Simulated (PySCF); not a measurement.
**How the method changes the constants of LiF**

State: ¹Σ⁺ (singlet), closed shell. Set-up: basis Li def2-SVPD, F def2-SVPD; no relativity; PySCF 2.14. De refers to Li + F in their high-spin ground configurations, without counterpoise correction. A positive dipole means Li(−)F(+).

| Level | Re (Å) | ωe (cm⁻¹) | De (eV) | μ (D) |
| --- | --- | --- | --- | --- |
| RHF | 1.576 | 925 | 4.13 | -6.57 |
| RHF-MP2 | 1.599 | 878 | 6.16 | n/a |
| RHF-SCS-MP2 | 1.596 | 884 | 6.00 | n/a |
| RHF-CCSD | 1.592 | 894 | 5.82 | n/a |
| RHF-CCSD(T) | 1.595 | 886 | 5.88 | n/a |
| PBE | 1.589 | 878 | 6.16 | -6.26 |
| r²SCAN | 1.589 | 887 | 5.99 | -6.40 |
| M06-L | 1.575 | 910 | 6.20 | -6.36 |
| PBE0 | 1.578 | 903 | 5.86 | -6.34 |
| B97-3 | 1.582 | 900 | 6.02 | -6.41 |
| BHandHLYP | 1.566 | 928 | 5.70 | -6.37 |
| CAM-B3LYP | 1.571 | 913 | 6.15 | -6.31 |

The bond length runs from 1.566 Å (BHandHLYP) to 1.599 Å (RHF-MP2). De spans 4.13 eV (RHF, mean field) to 6.20 eV (M06-L, meta-GGA). Correlation at CCSD(T) changes the Hartree–Fock bond energy by +1.75 eV; the triples alone change it by +0.06 eV.

Correlated steps freeze 1 core orbital. Correlated levels converge slowly with the basis: in double zeta they bind strong bonds too weakly, by up to about 1 eV, and carry superposition errors of some tenths. Where the molecule has an RHF reference, its open-shell atoms are computed with UHF.
